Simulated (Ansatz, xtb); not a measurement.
Relaxing a trial structure of CH3FNO+

The starting geometry of this gas-phase triplet was built from a drawn formula by distance geometry and a force field; its bonds are those of `[NH3+]O[C]F`.

```xyz
7

C     0.2240    1.5869    0.5767
F    -0.2852    2.4777   -0.2717
N     0.1106   -0.5531    1.0427
O     0.7515    0.6897    1.4114
H     0.4299   -0.8239    0.0876
H     0.5174   -1.3090    1.6671
H    -0.8678   -0.5574    1.1754
```

Problem. Where would you expect an optimisation with r2SCAN-D4/def2-SVP to take it?

Solution. It loosens into CFO + H3N, which stay close as a complex (formulas without charges). Distances that change by over a tenth: C1–O4 (1.33 → 1.20 Å). Contacts that open: N3–O4 (1.45 → 2.34 Å).

The energy falls by 5.16 eV over 17 steps:

```csv
step,E − E(last) (eV)
1,5.162
3,2.483
5,0.728
6,0.442
8,0.136
10,0.016
12,0.007
13,0.001
15,0.000
17,0.000
```

Final geometry (Å):

```xyz
7

C    -0.0855    2.0340    0.5409
F     0.3082    3.1990    0.1816
N     0.0250   -1.1718    1.1112
O     0.5559    1.0244    0.5111
H     0.3190   -1.4270    0.1630
H     0.7281   -1.0892    1.8524
H    -0.9702   -1.0585    1.3291
```

From the same start GFN2-xTB reaches the same bonding as this run.

No frequencies were run, so the end isn't proven a minimum. Open shells are spin-unrestricted. The triplet needn't be the ground state. Run with Ansatz 0.2.0, 110 s on 1 thread of Arm Neoverse V1 (shared host).
